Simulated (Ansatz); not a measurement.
**C3H4F2: basis-set convergence**

An exercise on one series of results from a longer session: the logs are not shown, and one member is left open.

Program: Ansatz 0.2.0, Gaussian basis. Level of theory: one geometry, several basis sets. These are calculated values, not measurements.

Levels to be run: PBE0-D4/def2-SVP; ωB97M-V/def2-SVP; PBE0-D4/def2-QZVPP; ωB97M-V/def2-QZVPP; the functionals' def2-TZVPP values are taken from earlier runs.

## The geometry

The geometry comes from an earlier relaxation with PBE0-D4 in a triple-zeta def2 set; it is a stationary point, not always the lowest conformer.

9 atoms, charge 0, spin multiplicity 1.

Atoms are counted from 1 here; the program's logs count them from 0.

Bond lengths: C1–C2 1.322 Å, C1–H6 1.083 Å, C1–H7 1.083 Å, C2–C3 1.490 Å, C2–H8 1.086 Å, C3–F4 1.354 Å, C3–F5 1.363 Å, C3–H9 1.097 Å. Angles: C2–C1–H6 121.3°, C2–C1–H7 121.1°, H6–C1–H7 117.6°, C1–C2–C3 123.8°, C1–C2–H8 121.8°, C3–C2–H8 114.4°, C2–C3–F4 111.8°, C2–C3–F5 109.7°, C2–C3–H9 112.9°, F4–C3–F5 107.5°, F4–C3–H9 107.6°, F5–C3–H9 107.1°.

The first run:

The input, in.yaml:

```yaml
crystal:
  periodic: [false, false, false]
  atoms:
    - {symbol: C, position_ang: [-0.521906, -0.520634, -1.183725]}
    - {symbol: C, position_ang: [0.228022, -0.538240, -0.095355]}
    - {symbol: C, position_ang: [0.252024, 0.558902, 0.912978]}
    - {symbol: F, position_ang: [-0.462401, 1.633964, 0.503352]}
    - {symbol: F, position_ang: [1.535300, 0.972512, 1.112328]}
    - {symbol: H, position_ang: [-1.169746, 0.318597, -1.406963]}
    - {symbol: H, position_ang: [-0.507742, -1.345278, -1.885749]}
    - {symbol: H, position_ang: [0.877467, -1.376435, 0.137540]}
    - {symbol: H, position_ang: [-0.142517, 0.250412, 1.888593]}
basis:
  gaussian: {orbitals: def2-SVP}
hamiltonian: {xc: pbe0, dispersion: d4}
output: {orbitals: {seedname: orbitals}}
```

Among the steps run: PBE0-D4 in def2-SVP; ωB97M-V in def2-SVP; PBE0-D4 in def2-QZVPP; ωB97M-V in def2-QZVPP.

One of the session's tables, all rows but one given; the rest of the session is left out.

It belongs to the step «Functionals by basis». 

| functional | basis | HOMO (eV) | LUMO (eV) |
| --- | --- | --- | --- |
| PBE0-D4 | def2-SVP | ? | ? |
| PBE0-D4 | def2-TZVPP | -8.40 | -0.50 |
| PBE0-D4 | def2-QZVPP | -8.42 | -0.57 |
| ωB97M-V | def2-SVP | -10.61 | 2.00 |
| ωB97M-V | def2-TZVPP | -10.69 | 1.65 |
| ωB97M-V | def2-QZVPP | -10.71 | 1.48 |

Estimate the missing values for PBE0-D4, def2-SVP.

As computed: HOMO (eV): -8.33; LUMO (eV): -0.27. In the column «HOMO (eV)» it is the highest.
